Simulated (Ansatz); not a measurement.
Counterpoise correction, worked out

The pair of CH4O (SMILES CO, atoms 1–6) and SiH4 (SMILES [SiH4], atoms 7–11), both closed shells, in one local arrangement (a lower one may exist), relaxed at PBE0-D4/def2-TZVP:

```
11
angstrom
C 0.1692 -0.3255 -1.7572
O -0.8397 0.2459 -0.9527
H 0.1840 -1.3935 -1.5384
H 1.1610 0.0844 -1.5314
H -0.0345 -0.1958 -2.8264
H -0.8756 1.1887 -1.1287
Si 0.0360 0.0780 1.9268
H -0.0677 -1.2996 1.3891
H -1.2765 0.7669 1.9020
H 1.0520 0.8575 1.1739
H 0.4916 -0.0068 3.3429
```

Program: Ansatz 0.2.0. Basis: def2-TZVPPD. Cores are frozen in the correlated methods.

MP2 total energies in eV:

| system | geometry | basis functions | energy |
| --- | --- | --- | --- |
| pair | pair | all | -11073.17960 |
| CH4O | as in the pair | all (partner as ghosts) | -3143.61657 |
| SiH4 | as in the pair | all (partner as ghosts) | -7929.47185 |
| CH4O | as in the pair | its own | -3143.60763 |
| SiH4 | as in the pair | its own | -7929.46100 |
| CH4O | free (PBE0-D4 minimum) | its own | -3143.60652 |
| SiH4 | free (PBE0-D4 minimum) | its own | -7929.46795 |

**Question.** Work out the interaction energy with and without the counterpoise correction, the superposition error, and the binding energy from the relaxed fragments.

**Answer.** Without correction: -11073.17960 − (-3143.60763) − (-7929.46100) = -0.11097 eV.
With correction (each fragment in the whole basis): -11073.17960 − (-3143.61657) − (-7929.47185) = -0.09118 eV = -2.10 kcal/mol.
The superposition error is the difference, 0.01979 eV, 18 % of the uncorrected value: each fragment borrows its partner's functions.
Deformation from the free shapes: -0.00111 eV for CH4O and 0.00695 eV for SiH4 (a small negative value is possible, since the free shapes are minima of another method).
Binding energy from relaxed fragments: -0.09118 + (-0.00111) + 0.00695 = -0.08534 eV = -1.97 kcal/mol (electronic, without zero-point energy; negative means bound). For comparison, the corrected interaction energy by CCSD(T) at an estimated basis limit (MP2 extrapolated from triple and quadruple zeta, plus CCSD(T) − MP2 in triple zeta) is -0.105 eV.

No T1 diagnostic of these runs exceeds 0.011.

For scale, one of the runs: CCSD(T)/def2-TZVPPD, 261 basis functions, launched by `ansatz run in.yaml --threads 4 --pin off --events-out ev --progress --plain --max-ram 9574MiB`. Hardware: 4 CPU threads of an Intel Xeon 6975P-C, shared host. Wall time 24 s; peak host memory 6.6 GiB.
